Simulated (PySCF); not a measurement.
# Si2 (disilicon) at U-revPBE/aug-cc-pVTZ

Aim: the vertical electron affinity of Si2 (disilicon) at U-revPBE/aug-cc-pVTZ, from 2 runs. Input form: a Python script.

The results are computed with PySCF 2.14.0.

4 further runs of the same task are left out: 4 set aside as unsound or not needed.

## 1. The structure to begin with

Si2: 2 atoms, total charge 0, spin state triplet. As SMILES, `[Si]=[Si]`. The coordinates come from a GFN2-xTB relaxation.

Bond lengths: Si1–Si2 2.174 Å.

## 2. A single-point energy at U-revPBE/aug-cc-pVTZ

File calc.py:

```python
from pyscf import gto, dft

mol = gto.Mole()
mol.atom = [
    ('Si', (0.000000, 0.000000, 0.000000)),
    ('Si', (0.000000, 0.000000, 2.174210)),
]
mol.spin = 2
mol.verbose = 3
mol.max_memory = 1860
mol.basis = 'aug-cc-pvtz'
mol.build()

mf = dft.UKS(mol, xc='revpbe')
mf.conv_tol = 1e-10
mf.grids.level = 5
mf.kernel()
if not mf.converged:
    mf = mf.newton().run(mf.mo_coeff, mf.mo_occ)

e_tot = mf.e_tot
print(f'total energy: {e_tot:.8f} hartree')
```

Command:

```console
OMP_NUM_THREADS=1 python calc.py
```

Standard output:

```text
WARN: HOMO -0.194085413283006 >= LUMO -0.196106499344011

converged SCF energy = -578.759096439932  <S^2> = 2.0054777  2S+1 = 3.0036496
total energy: -578.75909644 hartree
```

Wall time 11 s (1 thread of Arm Neoverse V2, shared host); peak memory 0.48 GiB.

## 3. The doublet anion

File run.py:

```python
from pyscf import gto, dft

mol = gto.Mole()
mol.atom = '''
Si     0.000000     0.000000     0.000000
Si     0.000000     0.000000     4.108661
'''
mol.charge = -1
mol.spin = 1
mol.verbose = 4
mol.unit = 'bohr'
mol.basis = 'aug-cc-pvtz'
mol.max_memory = 1860
mol.build()

myscf = dft.UKS(mol)
myscf.xc = 'revpbe'
myscf.conv_tol = 1e-10
myscf.grids.level = 5
myscf.kernel()
if not myscf.converged:
    myscf = myscf.newton().run(myscf.mo_coeff, myscf.mo_occ)

etot = myscf.e_tot
print('E(%s) = %.9f' % ('REVPBE', etot))
```

Command:

```console
OMP_NUM_THREADS=1 python run.py
```

Standard output:

```text
PySCF version 2.14.0

[INPUT] num. atoms = 2
[INPUT] num. electrons = 29
[INPUT] charge = -1
[INPUT] spin (= nelec alpha-beta = 2S) = 1
[INPUT] symmetry False subgroup None
[INPUT] Mole.unit = bohr
[INPUT] Symbol           X                Y                Z      unit          X                Y                Z       unit  Magmom
[INPUT]  1 Si     0.000000000000   0.000000000000   0.000000000000 AA    0.000000000000   0.000000000000   0.000000000000 Bohr   0.0
[INPUT]  2 Si     0.000000000000   0.000000000000   2.174209768596 AA    0.000000000000   0.000000000000   4.108661000000 Bohr   0.0

nuclear repulsion = 47.7041060335715
number of shells = 26
number of NR pGTOs = 150
number of NR cGTOs = 100
basis = aug-cc-pvtz
ecp = {}

******** <class 'pyscf.dft.uks.UKS'> ********
method = UKS
initial guess = minao
damping factor = 0
level_shift factor = 0
DIIS = <class 'pyscf.scf.diis.CDIIS'>
diis_start_cycle = 1
diis_space = 8
diis_damp = 0
SCF conv_tol = 1e-10
SCF conv_tol_grad = None
SCF max_cycles = 50
direct_scf = True
direct_scf_tol = 1e-13
number electrons alpha = 15  beta = 14
XC library pyscf.dft.libxc version 7.0.0
    S. Lehtola, C. Steigemann, M. J.T. Oliveira, and M. A.L. Marques.,  SoftwareX 7, 1–5 (2018)
XC functionals = revpbe
    Y. Zhang and W. Yang.,  Phys. Rev. Lett. 80, 890 (1998)
    J. P. Perdew, K. Burke, and M. Ernzerhof.,  Phys. Rev. Lett. 77, 3865 (1996)
    J. P. Perdew, K. Burke, and M. Ernzerhof.,  Phys. Rev. Lett. 78, 1396 (1997)
radial grids:
    Treutler-Ahlrichs [JCP 102, 346 (1995); DOI:10.1063/1.469408] (M4) radial grids

becke partition: Becke, JCP 88, 2547 (1988); DOI:10.1063/1.454033
pruning grids: <function nwchem_prune>
grids dens level: 5
symmetrized grids: False
atomic radii adjust function: <function treutler_atomic_radii_adjust>
small_rho_cutoff = 0
Set gradient conv threshold to 1e-05
tot grids = 87104
init E= -578.805965694078
[... the frontier-level lines of each cycle are left out ...]

cycle= 1 E= -578.77710507937  delta_E= 0.0289  |g|= 0.228  |ddm|= 0.976



cycle= 2 E= -578.635914066442  delta_E= 0.141  |g|= 0.397  |ddm|= 1.26
cycle= 3 E= -578.834409908093  delta_E= -0.198  |g|= 0.0372  |ddm|= 1.09
cycle= 4 E= -578.835363713907  delta_E= -0.000954  |g|= 0.00943  |ddm|= 0.059
cycle= 5 E= -578.835437686861  delta_E= -7.4e-05  |g|= 0.00278  |ddm|= 0.0213
cycle= 6 E= -578.835444434082  delta_E= -6.75e-06  |g|= 0.000766  |ddm|= 0.00612
cycle= 7 E= -578.835445083563  delta_E= -6.49e-07  |g|= 0.000205  |ddm|= 0.0019
cycle= 8 E= -578.835445134391  delta_E= -5.08e-08  |g|= 1.77e-05  |ddm|= 0.000497
cycle= 9 E= -578.835445134913  delta_E= -5.22e-10  |g|= 1.7e-06  |ddm|= 6.82e-05
cycle= 10 E= -578.835445134919  delta_E= -6.48e-12  |g|= 2.47e-07  |ddm|= 7.64e-06
Extra cycle  E= -578.835445134918  delta_E= 1.82e-12  |g|= 2.48e-07  |ddm|= 1.14e-06
converged SCF energy = -578.835445134918  <S^2> = 0.75740715  2S+1 = 2.0073935
E(REVPBE) = -578.835445135
```

It took 11 s on 1 thread of Arm Neoverse V2, shared host; peak memory 0.48 GiB.

## 4. Results

Level: U-revPBE/aug-cc-pVTZ.

| quantity | value |
| --- | --- |
| triplet Si2: total energy | -578.75910 Eh |
| triplet Si2: dipole moment | 0.00 D |
| triplet Si2: HOMO energy (highest over α and β) | -4.95 eV |
| triplet Si2: LUMO energy (lowest over α and β) | -4.64 eV |
| triplet Si2: ⟨S²⟩ | 2.005 |
| doublet anion: total energy | -578.83545 Eh |
| doublet anion: HOMO energy (highest over α and β) | 0.34 eV |
| doublet anion: LUMO energy (lowest over α and β) | 0.58 eV |
| doublet anion: ⟨S²⟩ | 0.757 |
| vertical electron affinity (to the doublet anion) | 2.078 eV |

**Reading.** At fixed nuclei the extra electron is bound by 2.08 eV (48 kcal/mol). The HOMO (doublet anion) lies at positive energy, 0.34 eV, as semi-local functionals often give for anions; only total energies tell whether the electron is bound.
